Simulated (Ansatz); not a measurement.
A calculation with Ansatz (development build ahead of 0.2.0).

```yaml
crystal:
  periodic: [false, false, false]
  atoms:
    - { symbol: C, position_ang: [-0.32054, 0.22189, -0.10183] }
    - { symbol: O, position_ang: [-0.58597, -1.06629, 0.3105] }
    - { symbol: "N", position_ang: [0.7862, 0.67797, -0.12569] }
    - { symbol: H, position_ang: [-1.20365, 0.76328, -0.39407] }
    - { symbol: H, position_ang: [0.92496, 1.65959, -0.45388] }
    - { symbol: H, position_ang: [1.64986, 0.20227, 0.13634] }
basis:
  gaussian: { orbitals: def2-SVP }
total_charge: 1
magnetization:
  spin_polarized: true
  initial_magnetization: 1
hamiltonian:
  xc: hf
correlation:
  method: mp2
  frozen_orbitals: { C: 1, H: 0, "N": 1, O: 1 }
output:
  forces: true
```

The input is written out in the form of the current development build from the run's settings.

The run gave:

```
Converged                       : yes
Reference energy                : -168.47532 hartree
Correlation energy              : -0.42291 hartree
Total energy                    : -168.89823 hartree
Spin squared of the determinant : 0.759
Stability test                  : minimum
```

Forces (eV/Å):
| atom | Fx | Fy | Fz |
| --- | --- | --- | --- |
| C1 | -7.354 | -7.087 | 1.568 |
| O2 | 0.574 | 3.261 | -1.055 |
| N3 | 7.577 | 4.595 | -0.715 |
| H4 | -0.745 | 0.372 | -0.217 |
| H5 | -0.072 | -0.781 | 0.280 |
| H6 | 0.020 | -0.360 | 0.139 |
